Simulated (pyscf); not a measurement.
Thermochemistry of product channels of `[CH3][GeH3]` + `[Cl]` [doublet] on the doublet surface, in kJ/mol, from ωB97M-D3(BJ)/def2-TZVP energies (ideal gas, 1 atm, RRHO with modes under 100 cm⁻¹ raised to 100, one conformer, R ln 2 for chiral ones without a mode under 150 cm⁻¹). Single points on ωB97X-D3(BJ)/def2-SVP structures (PySCF, gas phase).

```csv
products,ΔE,ΔH(298 K),ΔG(298 K),ΔG(900 K)
`[CH3]` [doublet] + `[Cl][GeH3]`,[?],-77.7,-87.0,-105.8
`[CH3][GeH2]` [doublet] + `[ClH]`,-71.0,-75.3,-87.4,[?]
`[CH3][GeH][Cl]` [doublet] + `[H][H]`,-137.9,-146.3,-152.4,-168.3
```

Q: What belongs in the gaps?

A: 
- `[CH3]` [doublet] + `[Cl][GeH3]`, ΔE: -66.0
- `[CH3][GeH2]` [doublet] + `[ClH]`, ΔG(900 K): -111.6

These are energies of the channels, which say nothing of barriers. Left out: orbital degeneracy and the spin-orbit lowering of Cl. Elements up to Kr have no core potential and no relativistic terms here.
